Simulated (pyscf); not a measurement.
Cl–Sn:–Cl [singlet] + H atom (H•) → Cl–SnH•–Cl, gas phase, doublet surface. PySCF, gas phase, ωB97X-D3(BJ)/def2-SVP geometries. MP2 and CC: frozen core, UHF for open shells. ΔMP2 is the change of the MP2 total energy from the triple- to the quadruple-zeta basis. ΔG in kcal/mol from CCSD(T)/def2-TZVPP + ΔMP2(QZVPP) energies (ideal gas, 1 atm, RRHO with modes under 100 cm⁻¹ raised to 100, one conformer, R ln 2 for chiral ones without a mode under 150 cm⁻¹).

| T (K) | ΔG |
|---|---|
| 298 | -17.2 |
| 600 | ? |
| 900 | -2.6 |
| 1200 | +4.8 |

Problem. Fit a line to the three values, predict ΔG at 600 K, and estimate where the reaction turns unfavourable at 1 atm of each gas.

Solution. Least squares gives ΔG = -24.5 + 24.4 × T/1000 K, so ΔS is about -102 J/(mol K) and ΔH about -24.5 kcal/mol over this range (ΔH at 298 K: -24.1). At 600 K the line gives -9.9; the computed value is -10.0. ΔG = 0 falls near 1000 K; 1 kcal/mol in the energy moves that by 41 K. This is thermodynamics alone and says nothing of the barrier. The CCSD(T) − MP2 part came from Ansatz, without density fitting, on the same reference. The frozen core leaves the outer d or s,p core shells of the metals and heavy elements correlated in the MP2 and CC values, and def2-TZVPP describes them poorly, which can shift differences by a few kcal/mol. Elements past Kr carry the def2 core potentials, without spin-orbit coupling.
